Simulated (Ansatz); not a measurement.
Cartesian coordinates (Å):
```xyz
5

C      0.0000     0.0000     0.0000
H      0.4384    -0.7235     0.6975
H     -0.4926     0.8001     0.5651
H      0.7908     0.4288    -0.6268
H     -0.7366    -0.5053    -0.6357
```
Charge 0, spin multiplicity 1.

Method: frozen-core CCSD(T)/cc-pVQZ // PBE-D3(BJ)/def2-TZVP in Ansatz (an electronic-structure program).

The HF energy is -40.21572 Ha and the MP2 correlation energy comes out as -0.21021 Ha.

**Question.** Estimate the CCSD correlation energy, the (T) correction, the total energy and the T1 diagnostic.

**Answer.** 
| Property | Result |
|---|---|
| CCSD correlation energy | -0.22801 Ha |
| (T) correction | -0.00698 Ha |
| CCSD(T) total energy | -40.45071 Ha |
| T1 diagnostic | 0.008 |
